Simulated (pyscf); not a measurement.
Concerted two-bond exchange: H₃C–Al(CH₃)–NH₂ → H₃C–CH₂–AlH–NH₂

Gas phase, singlet surface, charge 0. Bonds broken: C1–Al2, C3–H8. Bonds formed: C1–C3, Al2–H8. PySCF, gas phase, ωB97X-D3(BJ)/def2-SVP geometries. MP2 and CC: frozen core, UHF for open shells. ΔMP2 is the change of the MP2 total energy from the triple- to the quadruple-zeta basis.

Transition state (Å):

```xyz
12

C      0.2915     1.2211     0.6509
Al    -1.6718     0.7494     0.6023
C     -1.2872    -0.9643    -0.3605
N     -2.5345     0.7646     2.1819
H      0.3089     2.2724     0.9910
H      0.8167     1.1773    -0.3158
H      0.8565     0.6252     1.3858
H     -2.5068     1.2663    -0.7026
H     -0.8035    -0.8245    -1.3451
H     -1.3967    -2.0469    -0.1562
H     -2.0898     0.8075     3.0924
H     -3.5405     0.8244     2.2950
```

One imaginary mode, 493i cm⁻¹; descent along it reached the two sides named.

| bond | change | reactant side (Å) | saddle | product side |
|---|---|---|---|---|
| C1–Al2 | breaks | 1.959 | 2.020 | 2.9 |
| C3–H8 | breaks | 1.104 | 2.565 | 3.1 |
| C1–C3 | forms | 3.4 | 2.9 | 1.540 |
| Al2–H8 | forms | 2.575 | 1.633 | 1.590 |

Electronic energies relative to the reactant's lowest minimum found (kJ/mol):

```csv
level,barrier,reaction energy,reverse barrier
ωB97X-D3(BJ)/def2-TZVP,401.7,+61.7,340.0
PBE/def2-TZVP,376.3,+61.8,314.5
r²SCAN/def2-TZVP,384.5,+66.1,318.4
B3LYP-D3(BJ)/def2-TZVP,378.6,+60.6,318.0
PBE0-D3(BJ)/def2-TZVP,399.5,+60.6,338.8
M06-2X/def2-TZVP,405.2,+67.1,338.1
ωB97M-D3(BJ)/def2-TZVP,400.1,+62.3,337.8
HF/def2-TZVP,371.7,+53.9,317.8
MP2/def2-QZVPP,436.4,+64.7,371.7
CCSD/def2-TZVPP,401.4,+60.7,340.8
CCSD(T)/def2-TZVPP,399.6,+61.4,338.2
CCSD(T)/def2-TZVPP + ΔMP2(QZVPP),400.0,+62.4,337.6
```

With CCSD(T)/def2-TZVPP + ΔMP2(QZVPP) energies and thermal terms (ideal gas, 1 atm, RRHO with modes under 100 cm⁻¹ raised to 100, one conformer, R ln 2 for chiral ones without a mode under 150 cm⁻¹), in kJ/mol:

```
T (K)    ΔH‡    ΔG‡     ΔH     ΔG
-----  -----  -----  -----  -----
298    380.6  380.0  +61.4  +64.6
600    381.3  379.0  +59.3  +68.8
900    381.4  377.9  +58.8  +73.6
1200   380.8  376.7  +58.9  +78.6
```

The same reactants have a lower exit, to CH₄ + H₃C–Al=NH (barrier +309.0 kJ/mol at ωB97M-D3(BJ)/def2-TZVP, against +400.1 kJ/mol here). This is the saddle that the search found; another between the same sides may lie lower. The CCSD(T) − MP2 part came from Ansatz, without density fitting, on the same reference.
